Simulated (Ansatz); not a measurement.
Problem. Name a neutral molecule of C, Cl and H with HOMO energy (PBE/def2-TZVPP) between -6.25 and -5.95 eV and HOMO–LUMO gap (PBE/def2-TZVPP) between 4.40 and 4.70 eV (Ansatz, PBE0-D4/def2-TZVP geometry).

Solution. `C=C=CCl` (-6.17 eV, 4.42 eV); `CC=C=CCl` (-6.03 eV, 4.58 eV); `ClC=C(Cl)Cl` (-6.14 eV, 4.41 eV). Other molecules can fit too; these were computed, each in one conformer that needn't be the lowest.
